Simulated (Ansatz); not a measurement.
A geometry relaxed with B3LYP-D3(BJ)/def2-TZVP (Ansatz, a program for electronic structure), charge 0, multiplicity 2:

```xyz
5

O      0.8275    -0.4845     0.0822
H     -1.2057    -0.7599     0.0849
H      1.4584     0.2333    -0.0382
H     -0.6383     1.0355    -0.0160
C     -0.4420    -0.0244    -0.1129
```

Write the SMILES of this molecule.

`[CH2]O`
